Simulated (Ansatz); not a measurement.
# Which method gave which barrier?

Saddle point of Si2H8, singlet (Si₂H₆ ([SiH3][SiH3]) + H₂ → SiH₄ ([H][H][SiH2]) + SiH₄; bonds formed: Si1–H7, Si2–H6, H6–H8; bonds broken: Si1–Si2, H6–H7; bonds weakened to dative contacts: Si2–H8), PBE0-D4/def2-TZVP structure:

| atom | x (Å) | y (Å) | z (Å) |
| --- | --- | --- | --- |
| Si1 | -0.6324 | -1.2260 | -0.0838 |
| Si2 | -0.1517 | 1.4247 | -0.0915 |
| H3 | -0.1523 | -2.6090 | -0.4206 |
| H4 | -1.1538 | -1.2781 | 1.3037 |
| H5 | -1.7031 | -1.0197 | -1.0966 |
| H6 | 1.2710 | 0.1636 | 0.5644 |
| H7 | 0.9376 | -0.7680 | -0.0085 |
| H8 | 1.0944 | 0.9689 | 0.9825 |
| H9 | 0.7737 | 1.4207 | -1.2803 |
| H10 | -0.2835 | 2.9230 | 0.1306 |

Ansatz 0.2.0; basis: def2-TZVPP, with def2-QZVPP for the basis limit; cores frozen in the correlated methods. B3LYP uses VWN-RPA correlation. Extrapolation: Hartree–Fock as exp(−7.88 √X), correlation as X^−2.97. Four methods, as single points on the PBE0-D4 structures, gave these electronic barriers from the start structure: 2.606, 3.285, 3.502, 4.249 eV.

**Question.** The methods were, in alphabetical order, B3LYP-D4, CCSD(T), HF, SPW92. Which gave which? (Judge from chemistry; the calculation decides.)

**Answer.** The calculation gives: SPW92 2.606; B3LYP-D4 3.285; CCSD(T) 3.502; HF 4.249 eV. For comparison, CCSD(T) at an estimated basis limit (MP2 extrapolated from triple and quadruple zeta, plus CCSD(T) − MP2 in triple zeta) gives 3.494 eV.

T1 diagnostic: at most 0.015.

Labels in which every atom is bracketed show which atoms are joined, not bond orders.

For scale, one of the runs: CCSD(T)/def2-TZVPP, 196 basis functions, launched by `ansatz run in.yaml --threads 2 --pin off --events-out ev --progress --plain --max-ram 4352MiB`. Hardware: 2 CPU threads of an Arm Neoverse V2, shared host. Wall time 27 s; peak host memory 2 GiB.
